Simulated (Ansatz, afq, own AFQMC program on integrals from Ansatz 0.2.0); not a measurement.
**Mn, sextet → Mn⁺, septet**

A free Mn atom.

E(septet, charge +1) − E(sextet, charge +0) at this geometry, on UHF and UHF determinants.

Basis def2-TZVPP. Noble-gas cores (and the filled d shells of Ga–Kr and In–Xe) are frozen. AFQMC by an in-house program on the Cholesky factors that Ansatz 0.2.0 writes for its CCSD(T) run. ph-AFQMC/CISD is guided by a CISD state made of CCSD amplitudes; releasing the constraint for a short imaginary time cuts its bias at the price of noise, slowly where states lie close. Error bars are statistical, one sigma. The metal's outer-core s and p shells are frozen, which shifts wave-function levels against functionals. The errors of all members are added in quadrature.

No full CI on the walks' own integrals is used here; CCSDT(Q) serves as the reference and is uncertain by about the last step of the cluster series. Each member takes its own surest rung, up to full CI.

Errors are counted within def2-TZVPP, not against nature.

Cautions: no relativity below Rb; outer-core shells of the metal frozen.

| level | vertical ionization energy (kcal/mol) |
| --- | --- |
| CCSD | 164.5 |
| MP2 | 158.9 |

Problem. From these cheaper values, estimate the vertical ionization energy at the reference level in def2-TZVPP.

Solution. 166.3 kcal/mol (CCSDT(Q) in def2-TZVPP).

| level | vertical ionization energy (kcal/mol) | error against CCSDT(Q) (kcal/mol) |
| --- | --- | --- |
| HF | 137.9 | -28.5 |
| CCSD(T) | 166.0 | -0.3 |
| CCSDT | 166.3 | 0.0 |
| ph-AFQMC/HF | 165.2 ± 0.4 | -1.1 ± 0.4 |
| ph-AFQMC/CISD | 166.1 ± 0.04 | -0.2 ± 0.04 |
| released AFQMC | 166.3 ± 0.08 | -0.1 ± 0.08 |

Correlation beyond CCSD(T) adds 0.3 kcal/mol. The perturbative (T) step is worth +1.6 kcal/mol.

A walk keeps the symmetry of its determinant, which the program's search chose and which needn't be the lowest solution, so a lower state of the same spin and another symmetry isn't excluded. Released energies are given only where the last usable release times agree within the noise; a slower fall can still hide under it.
